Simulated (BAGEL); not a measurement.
# One shape, several levels: C2H4P+ (SMILES C1=C[PH2+]1)

Wanted: a comparison of 3 runs (HF/STO-3G, HF/def2-SVP, PBE0/pcseg-2) of C2H4P+. 

Program for the calculation: BAGEL 1.2.2.

### Step 1. The structure to begin with

C2H4P+ has 7 atoms, charge +1, and is taken as a singlet. SMILES: `C1=C[PH2+]1`. The coordinates come from a GFN2-xTB relaxation.

Bond lengths: C1–C2 1.328 Å, C1–P3 1.783 Å, C2–P3 1.782 Å, C1–H4 1.072 Å, C2–H5 1.072 Å, P3–H6 1.380 Å, P3–H7 1.380 Å. Some angles: C1–C2–P3 68.1°, C2–C1–P3 68.1°, C1–P3–C2 43.7°, C1–C2–H5 144.9°, P3–C2–H5 147.0°, C2–C1–H4 144.8°, P3–C1–H4 147.1°, C1–P3–H6 118.5°, C1–P3–H7 118.7°, C2–P3–H6 118.8°.

### Step 2. A single-point energy at HF/STO-3G (run 1)

hf.json

```json
{ "bagel" : [

{
  "title" : "molecule",
  "basis" : "sto-3g",
  "df_basis" : "qzvpp-jkfit",
  "angstrom" : true,
  "geometry" : [
    { "atom" : "C", "xyz" : [      -0.778470,      -0.566580,      -0.234630 ] },
    { "atom" : "C", "xyz" : [      -0.248980,       0.502140,      -0.818500 ] },
    { "atom" : "P", "xyz" : [       0.641320,       0.041450,       0.655330 ] },
    { "atom" : "H", "xyz" : [      -1.561160,      -1.297370,      -0.289630 ] },
    { "atom" : "H", "xyz" : [      -0.328630,       1.179530,      -1.645860 ] },
    { "atom" : "H", "xyz" : [       0.433780,       0.766330,       1.810910 ] },
    { "atom" : "H", "xyz" : [       1.842140,      -0.625510,       0.522380 ] }
  ]
},

{
  "title" : "hf",
  "charge" : 1,
  "df" : false
},

{
  "title" : "print",
  "file" : "orbitals.molden",
  "orbitals" : true
}

]}
```

Command:

```bash
$ BAGEL_NUM_THREADS=1 BAGEL hf.json > hf.out
```

The program printed:

```text
* using 1 threads per process

  ===============================================================
  ===============================================================

  *** Geometry ***

  { "atom" : "C", "xyz" : [     -1.471095,     -1.070681,     -0.443386 ] },
  { "atom" : "C", "xyz" : [     -0.470504,      0.948907,     -1.546741 ] },
  { "atom" : "P", "xyz" : [      1.211919,      0.078329,      1.238394 ] },
  { "atom" : "H", "xyz" : [     -2.950165,     -2.451674,     -0.547321 ] },
  { "atom" : "H", "xyz" : [     -0.621021,      2.228989,     -3.110225 ] },
  { "atom" : "H", "xyz" : [      0.819725,      1.448154,      3.422124 ] },
  { "atom" : "H", "xyz" : [      3.481140,     -1.182043,      0.987155 ] },

  Number of auxiliary basis functions:      350

  Since a DF basis is specified, we compute 2- and 3-index integrals:
    o Being stored without compression. Storage requirement is 0.001 GB

  Number of basis functions:       23
  Number of electrons      :       31

    * METHOD: MOLECULE                             0.07

  *** RHF ***

  === Nuclear Repulsion ===
    99.4133183408

      * DIIS with orbital gradients will be used.

  === RHF iteration (sto-3g) ===
      0       -413.45145167          0.02974273           0.03
      1       -413.69897378          0.01196142           0.03
      2       -413.72532494          0.00365570           0.03
      3       -413.72912816          0.00135128           0.03
      4       -413.72947361          0.00034964           0.03
      5       -413.72951823          0.00008363           0.03
      6       -413.72952115          0.00003196           0.03
      7       -413.72952167          0.00000864           0.03
      8       -413.72952171          0.00000215           0.03
      9       -413.72952171          0.00000046           0.02
     10       -413.72952171          0.00000013           0.02
     11       -413.72952171          0.00000003           0.02
     12       -413.72952171          0.00000001           0.02
     13       -413.72952171          0.00000000           0.02
    * SCF iteration converged.

    * Permanent dipole moment:
           (   -0.412464,    -0.025873,    -0.422591) a.u.

    * METHOD: HF                                   0.43

    * METHOD: PRINT                                0.00

  ===============================================================
```

Run time: 0.72 s. Hardware: 1 thread of Intel Xeon Platinum 8488C (Sapphire Rapids), shared host.

### Step 3. The energy at HF/def2-SVP (run 2)

calc.json

```json
{ "bagel": [

{
  "title": "molecule",
  "basis": "svp",
  "df_basis": "qzvpp-jkfit",
  "angstrom": false,
  "geometry": [
    { "atom": "C", "xyz": [ -1.47109510, -1.07068103, -0.44338644 ] },
    { "atom": "C", "xyz": [ -0.47050401,  0.94890708, -1.54674083 ] },
    { "atom": "P", "xyz": [  1.21191916,  0.07832915,  1.23839422 ] },
    { "atom": "H", "xyz": [ -2.95016484, -2.45167398, -0.54732138 ] },
    { "atom": "H", "xyz": [ -0.62102070,  2.22898866, -3.11022464 ] },
    { "atom": "H", "xyz": [  0.81972540,  1.44815382,  3.42212394 ] },
    { "atom": "H", "xyz": [  3.48114008, -1.18204259,  0.98715513 ] }
  ]
},
{ "title": "hf", "charge": 1, "df": false },
{ "title": "print", "file": "orbitals.molden", "orbitals": true }

]}
```

Command:

```bash
$ BAGEL_NUM_THREADS=1 BAGEL calc.json > calc.out
```

The program printed:

```text
* using 1 threads per process

  ===============================================================
  ===============================================================

  *** Geometry ***

  { "atom" : "C", "xyz" : [     -1.471095,     -1.070681,     -0.443386 ] },
  { "atom" : "C", "xyz" : [     -0.470504,      0.948907,     -1.546741 ] },
  { "atom" : "P", "xyz" : [      1.211919,      0.078329,      1.238394 ] },
  { "atom" : "H", "xyz" : [     -2.950165,     -2.451674,     -0.547321 ] },
  { "atom" : "H", "xyz" : [     -0.621021,      2.228989,     -3.110225 ] },
  { "atom" : "H", "xyz" : [      0.819725,      1.448154,      3.422124 ] },
  { "atom" : "H", "xyz" : [      3.481140,     -1.182043,      0.987155 ] },

  Number of auxiliary basis functions:      350

  Since a DF basis is specified, we compute 2- and 3-index integrals:
    o Being stored without compression. Storage requirement is 0.012 GB

  Number of basis functions:       66
  Number of electrons      :       31

    * METHOD: MOLECULE                             0.09

  *** RHF ***

  === Nuclear Repulsion ===
    99.4133183258

      * DIIS with orbital gradients will be used.

  === RHF iteration (svp) ===
      0       -406.56287497          0.05554232           0.18
      1       -416.92003781          0.06317897           0.19
      2       -418.03440493          0.02742914           0.18
      3       -418.25347780          0.01059149           0.17
      4       -418.28781871          0.00367174           0.17
      5       -418.29154831          0.00080571           0.17
      6       -418.29173561          0.00018516           0.17
      7       -418.29174707          0.00003174           0.17
      8       -418.29174784          0.00001100           0.16
      9       -418.29174797          0.00000480           0.16
     10       -418.29174800          0.00000185           0.16
     11       -418.29174800          0.00000056           0.16
     12       -418.29174800          0.00000020           0.16
     13       -418.29174800          0.00000008           0.15
     14       -418.29174800          0.00000002           0.15
     15       -418.29174800          0.00000001           0.15
    * SCF iteration converged.

    * Permanent dipole moment:
           (   -0.296433,    -0.019022,    -0.303698) a.u.

    * METHOD: HF                                   2.77

    * METHOD: PRINT                                0.01

  ===============================================================
```

Wall time 3.3 s (1 thread of Intel Xeon Platinum 8488C (Sapphire Rapids), shared host).

### Step 4. Energy and gradient at PBE0/pcseg-2 (density fitting with qzvpp-jkfit) (run 3)

input.json

```json
{ "bagel" : [

{
  "title" : "molecule",
  "basis" : "pcseg-2.json",
  "df_basis" : "qzvpp-jkfit",
  "angstrom" : true,
  "geometry" : [
    { "atom" : "C", "xyz" : [   -0.778470,   -0.566580,   -0.234630 ] },
    { "atom" : "C", "xyz" : [   -0.248980,    0.502140,   -0.818500 ] },
    { "atom" : "P", "xyz" : [    0.641320,    0.041450,    0.655330 ] },
    { "atom" : "H", "xyz" : [   -1.561160,   -1.297370,   -0.289630 ] },
    { "atom" : "H", "xyz" : [   -0.328630,    1.179530,   -1.645860 ] },
    { "atom" : "H", "xyz" : [    0.433780,    0.766330,    1.810910 ] },
    { "atom" : "H", "xyz" : [    1.842140,   -0.625510,    0.522380 ] }
  ]
},
{
  "title" : "force",
  "method" : [
    {
      "title" : "ks",
      "xc_func" : "pbe0",
      "charge" : 1
    }
  ]
}

]}
```

The basis set pcseg-2 is read from a file made from the Basis Set Exchange's data (not shown).

Command:

```bash
$ BAGEL_NUM_THREADS=1 BAGEL input.json > input.out
```

The program printed:

```text
* using 1 threads per process

  ===============================================================
  ===============================================================

  *** Geometry ***

  { "atom" : "C", "xyz" : [     -1.471095,     -1.070681,     -0.443386 ] },
  { "atom" : "C", "xyz" : [     -0.470504,      0.948907,     -1.546741 ] },
  { "atom" : "P", "xyz" : [      1.211919,      0.078329,      1.238394 ] },
  { "atom" : "H", "xyz" : [     -2.950165,     -2.451674,     -0.547321 ] },
  { "atom" : "H", "xyz" : [     -0.621021,      2.228989,     -3.110225 ] },
  { "atom" : "H", "xyz" : [      0.819725,      1.448154,      3.422124 ] },
  { "atom" : "H", "xyz" : [      3.481140,     -1.182043,      0.987155 ] },

  Number of auxiliary basis functions:      350

  Since a DF basis is specified, we compute 2- and 3-index integrals:
    o Being stored without compression. Storage requirement is 0.063 GB

  Number of basis functions:      150
  Number of electrons      :       31

    * METHOD: MOLECULE                             0.22

  The gradients will be computed analytically.

  *** Kohn-Sham DFT ***

    * Removing 11532 points whose weight is below 1.00e-10
    * Grid points: 92810

  === Nuclear Repulsion ===
    99.4133183408

       - DIIS with orbital gradients will be used.

  === KS iteration (pbe0 / pcseg-2.json) ===
      0       -328.42557496          0.13954537           0.50
      1       -275.62436199          0.16382247           0.49
      2       -332.68124617          0.15569477           0.50
      3       -409.59724848          0.08141782           0.49
      4       -415.79193556          0.05803520           0.49
      5       -419.24374334          0.01722729           0.50
      6       -419.41265659          0.00303189           0.50
      7       -419.42326471          0.00064740           0.50
      8       -419.42363593          0.00010359           0.49
      9       -419.42364157          0.00004721           0.50
     10       -419.42364218          0.00003447           0.50
     11       -419.42364289          0.00000389           0.50
     12       -419.42364290          0.00000041           0.51
     13       -419.42364290          0.00000017           0.50
     14       -419.42364290          0.00000009           0.50
     15       -419.42364290          0.00000002           0.50
     16       -419.42364290          0.00000001           0.51
    * SCF iteration converged.

    * Permanent dipole moment:
           (   -0.201495,    -0.012905,    -0.206559) a.u.

  * Nuclear energy gradient

    o Atom   0
        x         -0.0236332280
        y         -0.0272017161
        z          0.0035890553
    o Atom   1
        x          0.0024034992
        y          0.0257026891
        z         -0.0251848562
    o Atom   2
        x          0.0320088604
        y          0.0022421121
        z          0.0326495734
    o Atom   3
        x          0.0034770807
        y          0.0050143965
        z         -0.0013827946
    o Atom   4
        x         -0.0011302495
        y         -0.0048085556
        z          0.0037708499
    o Atom   5
        x         -0.0034259535
        y         -0.0037752626
        z         -0.0096367878
    o Atom   6
        x         -0.0097001016
        y          0.0028167080
        z         -0.0038132372
  * Gradient computed with                              6.27

    * METHOD: FORCE                               15.51

  ===============================================================
```

Wall time 16 s (1 thread of Intel Xeon Platinum 8488C (Sapphire Rapids), shared host); peak memory 1.4 GiB.

### Step 5. All runs side by side

```csv
run,level,integral approximation,task,energy (Eh),HOMO energy (eV),LUMO energy (eV),HOMO–LUMO gap (eV),wall time
1,HF/STO-3G,none,energy,-413.729522,-16.34,1.04,17.38,0.72 s
2,HF/def2-SVP,none,energy,-418.291748,-17.64,-2.45,15.19,3.3 s
3,PBE0/pcseg-2 (density fitting with qzvpp-jkfit),qzvpp-jkfit,gradient,-419.423643,–,–,–,16 s
```

### Step 6. What came out

| quantity | value |
| --- | --- |
| run 3: total energy | -419.42364 Eh |
| run 3: largest force on an atom | 2.354 eV/Å |

In run 1 the basis is minimal, so the values are rough. All runs together took 20 s, the longest 16 s.
